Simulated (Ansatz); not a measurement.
C6H12 (`C=CC(C)CC`). Total charge 0; spin multiplicity 1.

Cartesian coordinates in Å:
```
C -2.571 -0.324 -0.822
C -1.637 -0.088 0.087
C -0.168 -0.296 -0.104
C 0.351 -1.329 0.892
C 0.569 1.043 0.014
C 2.056 0.967 -0.287
H -2.317 -0.701 -1.809
H -3.622 -0.149 -0.619
H -1.933 0.290 1.066
H -0.010 -0.681 -1.120
H 0.228 -0.971 1.919
H -0.199 -2.268 0.798
H 1.410 -1.543 0.736
H 0.415 1.441 1.025
H 0.096 1.755 -0.669
H 2.591 0.349 0.437
H 2.234 0.544 -1.280
H 2.509 1.961 -0.265
```

Q: Give the diagnostics of a CCSD(T)/def2-TZVPP run (frozen core, the Gaussian-basis code of Ansatz). (An estimate is asked.)

A: Ansatz gave: T1 = 0.0094, largest single amplitude 0.009, largest double 0.065, (T) share of the correlation energy 4.0 %, 8 CCSD cycles. The RHF solution is stable towards an unrestricted one. T1 lies under the customary mark of 0.02 for closed shells.
